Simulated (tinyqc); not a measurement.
Inside a calculation (part 2 of 2). Method: UHF in the sto-6g basis, for LiH, spin multiplicity 1. Computed by tinyqc, a small Python program that keeps every step (integrals from PySCF). Command: `OMP_NUM_THREADS=1 python tinyqc.py 25622 25623 out.jsonl` (the two numbers bound the seeds that draw the settings). One thread of a shared host (Intel(R) Xeon(R) Processor @ 2.60GHz), about 0.2 s of CPU time with the checks.

Geometry (angstrom):
```
atom        x        y        z
Li    0.00000  0.00000  0.00000
H     0.00000  0.00000  1.54400
```

## Iteration 3: DIIS over 3 matrices

error matrix X^T (FDS - SDF) X (alpha):
```
          1         2        3        4         5         6
1   0.00000  -0.00495  0.00000  0.00000  -0.00097   0.01359
2   0.00495   0.00000  0.00000  0.00000   0.00656  -0.01283
3   0.00000   0.00000  0.00000  0.00000   0.00000   0.00000
4   0.00000   0.00000  0.00000  0.00000   0.00000   0.00000
5   0.00097  -0.00656  0.00000  0.00000   0.00000   0.01028
6  -0.01359   0.01283  0.00000  0.00000  -0.01028   0.00000
```

B (overlaps of the stored error matrices), lower triangle:
```
               1              2              3
1  2.3939850e-02
2  1.7476847e-02  1.3674679e-02
3  1.1815084e-02  9.6886412e-03  7.3335870e-03
```

Minimise |sum c_i e_i|^2 with sum c_i = 1: solve [B -1; -1 0][c; lambda] = [0; -1] with B_ij = tr e_i^T e_j summed over both spins, and take F = sum c_i F_i.

DIIS coefficients: 0.31222  -2.07695  2.76473

extrapolated F(alpha) (hartree), lower triangle:
```
           1Li 1s    1Li 2s  1Li 2px  1Li 2py   1Li 2pz     2H 1s
1Li 1s   -2.38725
1Li 2s   -0.61594  -0.22771
1Li 2px   0.00000   0.00000  0.15763
1Li 2py   0.00000   0.00000  0.00000  0.15763
1Li 2pz   0.01316  -0.11113  0.00000  0.00000   0.00319
2H 1s    -0.20440  -0.27333  0.00000  0.00000  -0.21914  -0.11135
```

extrapolated F(beta) (hartree), lower triangle:
```
           1Li 1s    1Li 2s  1Li 2px  1Li 2py   1Li 2pz     2H 1s
1Li 1s   -2.37946
1Li 2s   -0.62047  -0.16722
1Li 2px   0.00000   0.00000  0.17120
1Li 2py   0.00000   0.00000  0.00000  0.17120
1Li 2pz   0.01251  -0.10608  0.00000  0.00000  -0.05031
2H 1s    -0.20862  -0.25792  0.00000  0.00000  -0.28285  -0.21287
```

## Iteration 3: diagonalisation and new density

X:
```
                1         2         3        4         5        6
1Li 1s    0.14083   0.80477   0.00000  0.00000   0.59979  0.18000
1Li 2s   -0.79540  -0.62022   0.00000  0.00000   0.46694  0.36569
1Li 2px   0.00000   0.00000  -0.41503  0.90981   0.00000  0.00000
1Li 2py   0.00000   0.00000   0.90981  0.41503   0.00000  0.00000
1Li 2pz  -0.94513   0.43221   0.00000  0.00000  -0.50678  0.38690
2H 1s     1.21108  -0.16362   0.00000  0.00000  -0.15857  0.52118
```

D(alpha) after iteration 2, lower triangle:
```
           1Li 1s   1Li 2s  1Li 2px  1Li 2py  1Li 2pz    2H 1s
1Li 1s    1.02146
1Li 2s   -0.07243  0.26998
1Li 2px   0.00000  0.00000  0.00000
1Li 2py   0.00000  0.00000  0.00000  0.00000
1Li 2pz  -0.05249  0.13828  0.00000  0.00000  0.07106
2H 1s    -0.09531  0.28447  0.00000  0.00000  0.14599  0.30010
```

D(beta) after iteration 2, lower triangle:
```
           1Li 1s   1Li 2s  1Li 2px  1Li 2py  1Li 2pz    2H 1s
1Li 1s    0.99247
1Li 2s    0.01713  0.01151
1Li 2px   0.00000  0.00000  0.00000
1Li 2py   0.00000  0.00000  0.00000  0.00000
1Li 2pz  -0.04749  0.05521  0.00000  0.00000  0.28218
2H 1s    -0.03961  0.06086  0.00000  0.00000  0.30934  0.33926
```

overlap S, lower triangle:
```
          1Li 1s   1Li 2s  1Li 2px  1Li 2py  1Li 2pz    2H 1s
1Li 1s   1.00000
1Li 2s   0.23574  1.00000
1Li 2px  0.00000  0.00000  1.00000
1Li 2py  0.00000  0.00000  0.00000  1.00000
1Li 2pz  0.00000  0.00000  0.00000  0.00000  1.00000
2H 1s    0.07715  0.41134  0.00000  0.00000  0.52135  1.00000
```

A level shift of 0.5 hartree raises the virtual space: F + shift (S - S D(s) S), with D(s) the density of one spin. Diagonalise F' = X^T F X, C = X C', fill 2 alpha and 2 beta electrons from the bottom; D(s) = C_occ C_occ^T. Each column has its largest component positive (the first on a tie).

F' = X^T F X (alpha) (hartree), lower triangle:
```
          1         2        3        4         5         6
1   1.07306
2  -0.13890  -0.68422
3   0.00000   0.00000  0.65763
4   0.00000   0.00000  0.00000  0.65763
5  -0.09216  -1.35538  0.00000  0.00000  -0.92207
6  -0.00303  -0.32838  0.00000  0.00000  -0.57506  -0.46175
```

orbital energies (alpha) (hartree): MO1 -2.38863, MO2 -0.26996, MO3 0.57919, MO4 0.65763, MO5 0.65763, MO6 1.08441

coefficients C (alpha):
```
              MO1       MO2       MO3       MO4      MO5       MO6
1Li 1s    0.99410  -0.17958  -0.18204   0.00000  0.00000   0.07753
1Li 2s    0.02229   0.52640   0.74969   0.00000  0.00000  -0.72764
1Li 2px   0.00000   0.00000   0.00000   0.88181  0.47161   0.00000
1Li 2py   0.00000   0.00000   0.00000  -0.47161  0.88181   0.00000
1Li 2pz  -0.00610   0.31503  -0.65371   0.00000  0.00000  -0.97978
2H 1s     0.00460   0.51092  -0.16326   0.00000  0.00000   1.22578
```

F' = X^T F X (beta) (hartree), lower triangle:
```
          1         2        3        4         5         6
1   1.03768
2  -0.11656  -0.58884
3   0.00000   0.00000  0.67120
4   0.00000   0.00000  0.00000  0.67120
5  -0.07288  -1.33703  0.00000  0.00000  -1.02226
6  -0.08776  -0.52823  0.00000  0.00000  -0.38311  -0.48975
```

orbital energies (beta) (hartree): MO1 -2.38115, MO2 -0.30297, MO3 0.57270, MO4 0.67120, MO5 0.67120, MO6 1.04825

coefficients C (beta):
```
              MO1       MO2       MO3       MO4      MO5       MO6
1Li 1s    0.99342  -0.10283  -0.23445   0.00000  0.00000   0.08486
1Li 2s    0.02431   0.19584   0.87765   0.00000  0.00000  -0.74824
1Li 2px   0.00000   0.00000   0.00000   0.85900  0.51198   0.00000
1Li 2py   0.00000   0.00000   0.00000  -0.51198  0.85900   0.00000
1Li 2pz  -0.00682   0.47304  -0.51442   0.00000  0.00000  -0.99908
2H 1s     0.00632   0.59657   0.03807   0.00000  0.00000   1.19703
```

D(alpha) after iteration 3, lower triangle:
```
           1Li 1s   1Li 2s  1Li 2px  1Li 2py  1Li 2pz    2H 1s
1Li 1s    1.02048
1Li 2s   -0.07237  0.27759
1Li 2px   0.00000  0.00000  0.00000
1Li 2py   0.00000  0.00000  0.00000  0.00000
1Li 2pz  -0.06263  0.16570  0.00000  0.00000  0.09928
2H 1s    -0.08717  0.26905  0.00000  0.00000  0.16093  0.26107
```

D(beta) after iteration 3, lower triangle:
```
           1Li 1s   1Li 2s  1Li 2px  1Li 2py  1Li 2pz    2H 1s
1Li 1s    0.99746
1Li 2s    0.00401  0.03895
1Li 2px   0.00000  0.00000  0.00000
1Li 2py   0.00000  0.00000  0.00000  0.00000
1Li 2pz  -0.05542  0.09248  0.00000  0.00000  0.22381
2H 1s    -0.05507  0.11699  0.00000  0.00000  0.28216  0.35594
```

Within a degenerate level the vectors are fixed only up to a rotation; this is one choice.

## Iteration 19 (converged): orbitals

converged F(alpha) (hartree), lower triangle:
```
           1Li 1s    1Li 2s  1Li 2px  1Li 2py   1Li 2pz     2H 1s
1Li 1s   -2.38451
1Li 2s   -0.61784  -0.21164
1Li 2px   0.00000   0.00000  0.16264
1Li 2py   0.00000   0.00000  0.00000  0.16264
1Li 2pz   0.01252  -0.10817  0.00000  0.00000  -0.00718
2H 1s    -0.20501  -0.27544  0.00000  0.00000  -0.23980  -0.16390
```

converged F(beta) (hartree), lower triangle:
```
           1Li 1s    1Li 2s  1Li 2px  1Li 2py   1Li 2pz     2H 1s
1Li 1s   -2.38451
1Li 2s   -0.61784  -0.21159
1Li 2px   0.00000   0.00000  0.16265
1Li 2py   0.00000   0.00000  0.00000  0.16265
1Li 2pz   0.01251  -0.10818  0.00000  0.00000  -0.00723
2H 1s    -0.20502  -0.27542  0.00000  0.00000  -0.23985  -0.16395
```

Diagonalise F' = X^T F X, C = X C', fill 2 alpha and 2 beta electrons from the bottom; D(s) = C_occ C_occ^T. Each column has its largest component positive (the first on a tie).

F' = X^T F X (alpha) (hartree), lower triangle:
```
          1         2        3        4         5         6
1   0.55413
2  -0.11142  -0.91600
3   0.00000   0.00000  0.16264
4   0.00000   0.00000  0.00000  0.16264
5  -0.06811  -1.11561  0.00000  0.00000  -1.17118
6  -0.03563  -0.39703  0.00000  0.00000  -0.49505  -0.50152
```

orbital energies (alpha) (hartree): MO1 -2.38600, MO2 -0.29056, MO3 0.07908, MO4 0.16264, MO5 0.16264, MO6 0.56290

coefficients C (alpha):
```
              MO1       MO2       MO3       MO4      MO5       MO6
1Li 1s    0.99379  -0.16184  -0.19854   0.00000  0.00000   0.08008
1Li 2s    0.02348   0.44122   0.79853   0.00000  0.00000  -0.73227
1Li 2px   0.00000   0.00000   0.00000   0.98704  0.16047   0.00000
1Li 2py   0.00000   0.00000   0.00000  -0.16047  0.98704   0.00000
1Li 2pz  -0.00614   0.34769  -0.61603   0.00000  0.00000  -0.99307
2H 1s     0.00468   0.55228  -0.12712   0.00000  0.00000   1.21205
```

F' = X^T F X (beta) (hartree), lower triangle:
```
          1         2        3        4         5         6
1   0.55411
2  -0.11141  -0.91597
3   0.00000   0.00000  0.16265
4   0.00000   0.00000  0.00000  0.16265
5  -0.06810  -1.11561  0.00000  0.00000  -1.17119
6  -0.03565  -0.39706  0.00000  0.00000  -0.49501  -0.50156
```

orbital energies (beta) (hartree): MO1 -2.38599, MO2 -0.29058, MO3 0.07908, MO4 0.16265, MO5 0.16265, MO6 0.56288

coefficients C (beta):
```
              MO1       MO2       MO3       MO4      MO5       MO6
1Li 1s    0.99379  -0.16180  -0.19857   0.00000  0.00000   0.08009
1Li 2s    0.02348   0.44107   0.79860   0.00000  0.00000  -0.73228
1Li 2px   0.00000   0.00000   0.00000  -0.28136  0.95960   0.00000
1Li 2py   0.00000   0.00000   0.00000   0.95960  0.28136   0.00000
1Li 2pz  -0.00614   0.34777  -0.61597   0.00000  0.00000  -0.99308
2H 1s     0.00468   0.55233  -0.12703   0.00000  0.00000   1.21204
```

D(alpha) after iteration 19, lower triangle:
```
           1Li 1s   1Li 2s  1Li 2px  1Li 2py  1Li 2pz    2H 1s
1Li 1s    1.01380
1Li 2s   -0.04808  0.19523
1Li 2px   0.00000  0.00000  0.00000
1Li 2py   0.00000  0.00000  0.00000  0.00000
1Li 2pz  -0.06237  0.15327  0.00000  0.00000  0.12093
2H 1s    -0.08472  0.24379  0.00000  0.00000  0.19199  0.30503
```

D(beta) after iteration 19, lower triangle:
```
           1Li 1s   1Li 2s  1Li 2px  1Li 2py  1Li 2pz    2H 1s
1Li 1s    1.01379
1Li 2s   -0.04804  0.19510
1Li 2px   0.00000  0.00000  0.00000
1Li 2py   0.00000  0.00000  0.00000  0.00000
1Li 2pz  -0.06237  0.15325  0.00000  0.00000  0.12098
2H 1s    -0.08471  0.24373  0.00000  0.00000  0.19205  0.30509
```

Within a degenerate level the vectors are fixed only up to a rotation; this is one choice.

## Convergence

Stop when the energy changes by less than 1e-08 hartree and every element of the error matrix X^T (F D S - S D F) X (for each spin) is below 3e-05.

Course of the cycle:
```
iteration  E (hartree)     change  largest element of the error matrix
1           -7.8895687          -                             5.36e-02
2           -7.9117392  -2.22e-02                             4.47e-02
3           -7.9303079  -1.86e-02                             3.98e-02
4           -7.9420804  -1.18e-02                             2.94e-02
5           -7.9483620  -6.28e-03                             1.81e-02
6           -7.9505916  -2.23e-03                             1.12e-02
7           -7.9520196  -1.43e-03                             7.32e-03
8           -7.9526958  -6.76e-04                             4.37e-03
9           -7.9529230  -2.27e-04                             3.02e-03
10          -7.9530024  -7.94e-05                             3.49e-03
11          -7.9531462  -1.44e-04                             1.31e-03
12          -7.9531756  -2.94e-05                             8.35e-04
13          -7.9531847  -9.14e-06                             4.86e-04
14          -7.9531876  -2.84e-06                             2.82e-04
15          -7.9531885  -9.11e-07                             1.59e-04
16          -7.9531888  -2.90e-07                             8.99e-05
17          -7.9531889  -9.31e-08                             5.11e-05
18          -7.9531889  -3.00e-08                             2.93e-05
19          -7.9531889  -9.82e-09                             1.68e-05
```

PySCF UHF in the same basis, after a stability check = -7.9531889 hartree

Converged in 19 iterations.

## Populations, bond orders and dipole

Mulliken: Z minus the diagonal of D S on the atom; Loewdin: the same with S^(1/2) D S^(1/2); Mayer order: 2 sum_s sum (D(s) S)_ij (D(s) S)_ji over the two atoms.

Charges (e):
```
atom  Mulliken   Loewdin  Mulliken spin
1Li   -0.00220  -0.00223        0.00006
2H     0.00220   0.00223       -0.00006
```

Mayer bond orders:
```
pair    order
2-1   1.00000
```

dipole moment about the origin, x y z (debye): 0.00000  0.00000  -4.89881

<S^2> of the determinant (pure state: 0) = 2.79e-08
